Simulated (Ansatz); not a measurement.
A made-up structure of SiH₃S (charge +1), closed shell:

```
5
angstrom
Si -0.3783 -0.4580 -0.1080
S 0.6122 1.2470 -0.5767
H 1.6169 0.6497 -1.2718
H -1.2666 -1.0077 -1.1423
H 1.2371 1.3172 0.6212
```

It is relaxed with PBE-D4/def2-SVP and then PBE0-D4/def2-TZVP (Ansatz 0.2.0). Atoms count as bonded within 1.22 times the sum of their covalent radii (H–H: 0.88 Å). The end point is not checked to be a true minimum.

Question: Does its bonding change? (A judgement: the text doesn't fix the answer.)

Answer: By the calculation: No: no bond forms or breaks.

Where it ends: The first stage lowers the energy by 1.51 eV in 9 steps. It ends as SiH₃S ([SiH][SH2]), total charge +1:
```xyz
5
angstrom
Si -0.7259 -0.6249 0.1863
S 0.5536 1.2158 -0.5044
H 1.4327 0.6672 -1.3698
H -0.8646 -0.8728 -1.3045
H 1.4255 1.3630 0.5149
```

Labels in which every atom is bracketed show which atoms are joined, not bond orders.

For scale, one of the runs: PBE0-D4/def2-TZVP relaxation, 92 basis functions, launched by `ansatz run in.yaml --threads 2 --pin off --events-out ev --progress --plain --max-ram 4352MiB`. The run took about 6.5 s on 2 CPU threads of an Arm Neoverse V2 (shared host).
